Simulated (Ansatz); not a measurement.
This geometry of CH₅SSi (8 atoms, charge 0, multiplicity 2) is a first-order saddle point.

Computed with Ansatz, UKS PBE/6-31G*.

```xyz
8
Properties=species:S:1:pos:R:3
Si -0.514 0.725 -1.035
C 0.740 0.141 0.298
S 0.765 -1.674 0.591
H -1.483 -0.372 -1.379
H -1.280 1.930 -0.545
H 0.565 0.688 1.241
H 1.770 0.381 -0.017
H -0.564 -1.820 0.846
```

(1) Which two structures does it join? (They come from a converged band through this point; their orientation in space is the band's.)

(2) How far does it lie above each of them?

## Answers

(1) No bond is made or broken. The dihedral H5–Si1–C2–H7 goes from -69 to 176°.

Initial state:

```xyz
8
Properties=species:S:1:pos:R:3
Si -0.560 0.583 -1.040
C 0.666 0.136 0.354
S 0.947 -1.678 0.513
H -1.837 -0.195 -0.861
H -0.867 2.060 -1.045
H 0.352 0.567 1.322
H 1.658 0.559 0.123
H -0.361 -2.032 0.636
```

Final state:

```xyz
8
Properties=species:S:1:pos:R:3
Si -0.600 0.962 -0.784
C 0.779 0.186 0.284
S 0.465 -1.621 0.504
H -0.660 0.263 -2.115
H -1.921 0.775 -0.078
H 0.905 0.684 1.259
H 1.745 0.247 -0.244
H -0.713 -1.494 1.174
```

(2) 0.021 eV above the first and 0.115 eV above the second. This is the barrier of this one path; another mechanism may lie lower.

Time of the run: 2.9 min on 1 thread of Intel(R) Xeon(R) Platinum 8259CL CPU @ 2.50GHz (Skylake/Cascade Lake) (shared host), peak memory 0.15 GiB.
